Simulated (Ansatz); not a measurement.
Input file for Ansatz (a first-principles code): R-HF/def2-TZVPP on ammonia (SMILES N), atoms moved off the minimum.

Ansatz 0.2 input:
```yaml
crystal:
  periodic: [false, false, false]
  atoms:
    - {symbol: N, position_ang: [0.00416738, -0.01403680, 0.13704278]}
    - {symbol: H, position_ang: [-0.62573461, -0.77868910, -0.32130655]}
    - {symbol: H, position_ang: [-0.33060899, 0.88314766, -0.27614910]}
    - {symbol: H, position_ang: [0.96126018, -0.07614226, -0.32023135]}
basis:
  gaussian:
    orbitals: def2-TZVPP
hamiltonian:
  xc: {name: HF}
scf: {lower_state_search: off}
output: {forces: true}
```

The head of its log:

```
WARN ansatz: RAYON_NUM_THREADS=1 ignored (pool sized by the plan → 1); use --threads N
Functional definition: HF
these checks for a lower state are left out or cut short: stability, starts, cluster_reference, orbital_swaps, neighbouring_geometries, increment
integrals: 0.00 GiB planned
359 factors; their error is unknown
mean field: 0.07 GiB planned
mean field evaluation 1: about -1527.8686 eV, gradient 2.8e1 eV
mean field evaluation 2: about -1529.0222 eV, gradient 1.6e1 eV
```

Question: Predict the final total energy.

Answer: -56.2097 hartree.
